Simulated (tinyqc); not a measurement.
CIS and TDHF on RHF in the sto-3g basis, for HF, spin multiplicity 1, step by step. One step of it, computed by the program tinyqc.

Question. Integrals over molecular orbitals. (pq|rs) = sum C_ip C_jq C_kr C_ls (ij|kl), one index at a time.

coefficients C:
```
              MO1        MO2        MO3        MO4       MO5        MO6
1F 1s    0.994614  -0.246656   0.089170   0.000000  0.000000   0.091965
1F 2s    0.023358   0.917855  -0.472405   0.000000  0.000000  -0.638193
1F 2px   0.000000   0.000000   0.000000  -0.479591  0.877492   0.000000
1F 2py   0.000000   0.000000   0.000000   0.877492  0.479591   0.000000
1F 2pz   0.003479   0.111034   0.710159   0.000000  0.000000  -0.838939
2H 1s   -0.006584   0.170711   0.499088   0.000000  0.000000   1.156499
```

core Hamiltonian H = T + V (hartree), lower triangle:
```
             1F 1s       1F 2s     1F 2px     1F 2py     1F 2pz      2H 1s
1F 1s   -40.643201
1F 2s    -9.536791  -11.113854
1F 2px    0.000000    0.000000  -8.765174
1F 2py    0.000000    0.000000   0.000000  -8.765174
1F 2pz   -0.017279   -0.202401   0.000000   0.000000  -8.902630
2H 1s    -2.306496   -4.556316   0.000000   0.000000  -2.857124  -5.729601
```

Two-electron integrals (ij|kl) in chemists' order, unique and non-zero (hartree):
```
(11|11) 5.403501   (21|11) 0.841920   (21|21) 0.156299   (22|11) 1.268028
(22|21) 0.292344   (22|22) 0.926167   (31|31) 0.027998   (32|31) 0.043169
(32|32) 0.204588   (33|11) 1.264502   (33|21) 0.292403   (33|22) 0.925959
(33|33) 0.997514   (41|41) 0.027998   (42|41) 0.043169   (42|42) 0.204588
(43|43) 0.053770   (44|11) 1.264502   (44|21) 0.292403   (44|22) 0.925959
(44|33) 0.889973   (44|44) 0.997514   (51|51) 0.027998   (52|51) 0.043169
(52|52) 0.204588   (53|53) 0.053770   (54|54) 0.053770   (55|11) 1.264502
(55|21) 0.292403   (55|22) 0.925959   (55|33) 0.889973   (55|44) 0.889973
(55|55) 0.997514   (61|11) 0.205870   (61|21) 0.037848   (61|22) 0.070183
(61|33) 0.070082   (61|44) 0.070082   (61|51) 0.001517   (61|52) 0.002826
(61|55) 0.070392   (61|61) 0.009256   (62|11) 0.472384   (62|21) 0.110161
(62|22) 0.383797   (62|33) 0.378552   (62|44) 0.378552   (62|51) 0.007373
(62|52) 0.055292   (62|55) 0.393930   (62|61) 0.026970   (62|62) 0.188406
(63|31) 0.012112   (63|32) 0.069556   (63|53) 0.011895   (63|63) 0.029365
(64|41) 0.012112   (64|42) 0.069556   (64|54) 0.011895   (64|64) 0.029365
(65|11) 0.299248   (65|21) 0.070753   (65|22) 0.264138   (65|33) 0.252478
(65|44) 0.252478   (65|51) 0.016328   (65|52) 0.106381   (65|55) 0.287167
(65|61) 0.018123   (65|62) 0.158882   (65|65) 0.162609   (66|11) 0.583824
(66|21) 0.138371   (66|22) 0.551430   (66|33) 0.531946   (66|44) 0.531946
(66|51) 0.012880   (66|52) 0.131321   (66|55) 0.589754   (66|61) 0.034165
(66|62) 0.330180   (66|65) 0.323493   (66|66) 0.774606
```

Give: one-electron integrals over orbitals h = C^T H C; Two-electron integrals over orbitals.

Answer.

one-electron integrals over orbitals h = C^T H C (hartree), lower triangle:
```
          1        2        3        4        5        6
1  -40.6245
2    0.6956  -9.1765
3   -0.2418   0.5369  -7.8654
4    0.0000   0.0000   0.0000  -8.7652
5    0.0000   0.0000   0.0000   0.0000  -8.7652
6   -0.2517   1.3143   1.7282   0.0000   0.0000  -6.1148
```

Two-electron integrals over orbitals (pq|rs), unique and non-zero (hartree):
```
(11|11) 5.3615    (21|11) -0.4974   (21|21) 0.0733    (22|11) 1.1897
(22|21) -0.0183   (22|22) 0.8588    (31|11) 0.1798    (31|21) -0.0237
(31|22) 0.0161    (31|31) 0.0257    (32|11) -0.1428   (32|21) 0.0099
(32|22) -0.0024   (32|31) 0.0210    (32|32) 0.1585    (33|11) 1.0454
(33|21) -0.0125   (33|22) 0.7690    (33|31) -0.0071   (33|32) -0.0629
(33|33) 0.8045    (41|41) 0.0296    (42|41) 0.0386    (42|42) 0.1773
(43|41) -0.0129   (43|42) -0.0470   (43|43) 0.0534    (44|11) 1.2640
(44|21) -0.0142   (44|22) 0.8734    (44|31) 0.0052    (44|32) -0.0759
(44|33) 0.7801    (44|44) 0.9975    (51|51) 0.0296    (52|51) 0.0386
(52|52) 0.1773    (53|51) -0.0129   (53|52) -0.0470   (53|53) 0.0534
(54|54) 0.0538    (55|11) 1.2640    (55|21) -0.0142   (55|22) 0.8734
(55|31) 0.0052    (55|32) -0.0759   (55|33) 0.7801    (55|44) 0.8900
(55|55) 0.9975    (61|11) 0.1876    (61|21) -0.0305   (61|22) -0.0013
(61|31) -0.0068   (61|32) -0.0253   (61|33) 0.0153    (61|44) 0.0050
(61|55) 0.0050    (61|61) 0.0283    (62|11) -0.2740   (62|21) 0.0056
(62|22) -0.1402   (62|31) -0.0203   (62|32) -0.0341   (62|33) -0.0481
(62|44) -0.1403   (62|55) -0.1403   (62|61) 0.0141    (62|62) 0.1006
(63|11) -0.3314   (63|21) 0.0060    (63|22) -0.1408   (63|31) 0.0025
(63|32) 0.0920    (63|33) -0.1336   (63|44) -0.1783   (63|55) -0.1783
(63|61) -0.0067   (63|62) 0.0614    (63|63) 0.1564    (64|41) -0.0120
(64|42) -0.0464   (64|43) -0.0111   (64|64) 0.0324    (65|51) -0.0120
(65|52) -0.0464   (65|53) -0.0111   (65|65) 0.0324    (66|11) 0.8997
(66|21) -0.0087   (66|22) 0.6964    (66|31) 0.0179    (66|32) 0.0780
(66|33) 0.6688    (66|44) 0.6575    (66|55) 0.6575    (66|61) -0.0102
(66|62) -0.0696   (66|63) -0.0108   (66|66) 0.7199
```
